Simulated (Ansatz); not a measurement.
**Niobium, bcc: convergence with Methfessel-Paxton smearing**

Computed with Ansatz, PBE, scalar-relativistic PAW, on the relaxed cell (a = 3.310 Å; spin not included). Errors count from a run at 420 eV on a Γ-centred 22×22×22 mesh with Fermi-Dirac smearing of 0.1 eV, extrapolated to zero width. Fixed here: cutoff 420 eV, mesh 13×13×13. The SCF starts from atomic densities corrected by a trained network.

```csv
width (eV),E(σ→0) error (meV/atom),F error (meV/atom),P (GPa),SCF iterations
0.01,-5.6,-5.6,-0.39,5
0.03,-5.7,-5.7,-0.44,5
0.1,-6.0,-5.7,-0.55,5
0.2,-4.5,-3.7,-0.51,5
0.3,-2.9,-3.3,-0.37,5
1.0,-16.8,-25.9,0.11,5
```

Q: What does the run at 0.6 give (width)?

A: E(σ→0) error (meV/atom): -4.9; F error (meV/atom): -10.3; P (GPa): 0.00; SCF iterations: 5.
